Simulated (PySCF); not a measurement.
# FHO: the cost of one run

The runs use PySCF 2.14.0, with density-fitted response routines of our own; the level of theory stands in each step. All values are computed, except where a source is named. Atoms count from 0, in the outputs and in this text.

## Step 1: The molecule as given

3 atoms, charge 0, multiplicity 1; geometry from: GFN2-xTB. The atoms were then displaced at random by about 0.01 Å, so the start is not that level's minimum.

Bonds of the start (Å): O0–F1 1.35, O0–H2 0.98.

## Step 2: Geometry optimisation at PBE0-D3(BJ)/def2-SVP

What the job is given:

```
{"job": {"xc": "PBE0", "basis": "def2-SVP", "d3": "d3bj", "grid": 1, "shake": 0.01, "kind": "geom"}, "charge": 0, "multiplicity": 1}
O     -0.171760     0.438160     0.001980
F      1.021820    -0.197040    -0.013710
H     -0.844040    -0.276070    -0.007450
```

Launch:

```
OMP_NUM_THREADS=1 python probes_run.py task.json out
```

One launch serves the whole session: the jobs run in the order shown.

**Question.** How long does this first job take on 1 thread of Arm Neoverse N1, shared host, and how much memory does it need?

About 2.5 s, with a peak of 0.24 GiB.
